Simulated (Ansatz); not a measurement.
For Cu (P6₃/mmc, No. 194; start mp-989782; another form than the element's usual one), PBEsol (Ansatz, a first-principles code, plane waves, PAW) gives:

```
Property               Value
-------------------  -------
lattice parameter a  2.516 Å
c axis length        4.132 Å
```

What does r²SCAN in Ansatz (plane waves, PAW) give for the same quantities?


- lattice constant a: 2.525 Å (rises by 0.4 %)
- lattice parameter c: 4.147 Å (rises by 0.4 %)

Changes are worked out from the printed values.

Unless a cell is named, each level is at its own relaxed cell (PBEsol 11.32, r²SCAN 11.45 Å³/atom).

Caveats: the relaxation could not lower the start's symmetry, so the cell can be a saddle point above a distorted one (PBEsol, r²SCAN). Ansatz's density-functional and Hartree–Fock values are scalar-relativistic unless marked +SOC, with PAW data made under PBE.

A start named mp-… is a Materials Project structure, which can be a computed phase never made.
